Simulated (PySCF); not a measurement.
**Choosing a basis for TDDFT**

Species: FH₅Si₂.
Numbering: `[F:1][SiH2:2][SiH3:3]` (hydrogens: H4, H5 on Si2; H6, H7, H8 on Si3)

TDDFT with PBE0 (PySCF), vertical singlets, core orbitals frozen in the response, spherical d and f functions. Isolated species at its PBE0-D3(BJ)/def2-SVP geometry, gas phase.

```tsv
basis	functions	diffuse	S1 (eV)	S2 (eV)	S3 (eV)	S4 (eV)	S5 (eV)	LUMO (eV)	α (au)
6-31G*	60	no	6.62	7.66	7.83	8.33	8.53	-0.32	47.0
6-31+G*	72	yes	6.44	7.49	7.54	7.77	7.83	-0.70	52.0
def2-SVP	75	no	6.68	7.60	7.74	8.46	8.51	-0.38	51.2
def2-SVPD	111	yes	6.43	7.40	7.51	7.69	7.91	-0.67	58.9
aug-cc-pVDZ	122	yes	6.37	7.32	7.37	7.46	7.61	-0.74	59.9
def2-TZVP	135	no	6.35	7.35	7.45	7.96	8.11	-0.69	55.9
def2-TZVPD	171	yes	6.27	7.26	7.36	7.48	7.70	-0.81	59.6
aug-cc-pVTZ	261	yes	6.30	7.29	7.30	7.39	7.58	-0.80	59.9
```

How much do these states and the polarisability depend on the basis?

States are compared by their number. Against the largest diffuse basis here (aug-cc-pVTZ, itself not a converged limit), sets without diffuse functions differ by up to 0.38 eV in S1 and 0.95 eV in S5; the smaller diffuse sets differ by up to 0.14 and 0.33 eV. State by state, the largest deviation of a set without diffuse functions is S1 0.38, S2 0.37, S3 0.54, S4 1.07, S5 0.95 eV. The same number needn't mean the same state in each row. Against aug-cc-pVTZ the polarisability deviates by -22% in 6-31G*, -13% in 6-31+G*, -14% in def2-SVP, -2% in def2-SVPD, 0% in aug-cc-pVDZ, -7% in def2-TZVP, -1% in def2-TZVPD. A single + in a Pople set puts diffuse functions on heavy atoms only.
